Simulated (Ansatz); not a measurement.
Basis-set extrapolation for C7H16, SMILES `CCC(C)(C)CC` (PBE0-D4/def2-TZVP geometry, frozen core, Ansatz). Multiplicity 1, RHF reference.

|  | def2-TZVPP | def2-QZVPP |
| --- | --- | --- |
| HF | -274.496524 | -274.509542 |
| MP2 correlation | -1.251701 | -1.327932 |
| CCSD(T) correlation | -1.382909 | not run |

Energies in hartree. Use E(X) = E(∞) + A·exp(−7.88·√X) for Hartree–Fock and E(X) = E(∞) + B·X^(−2.97) for correlation, with X = 3 and 4, and add CCSD(T) minus MP2 of the smaller set to the MP2 limit.

**Question.** What is the CCSD(T) energy at the basis-set limit?

**Answer.** HF limit: -274.509542 + (-0.013018) × 0.13774 = -274.51134. MP2 limit: -1.327932 + (-0.076231) × 0.74074 = -1.38440. Higher-order term: -1.382909 − (-1.251701) = -0.13121. Total: -276.02695 hartree, 387.3 kJ/mol below CCSD(T)/def2-TZVPP.
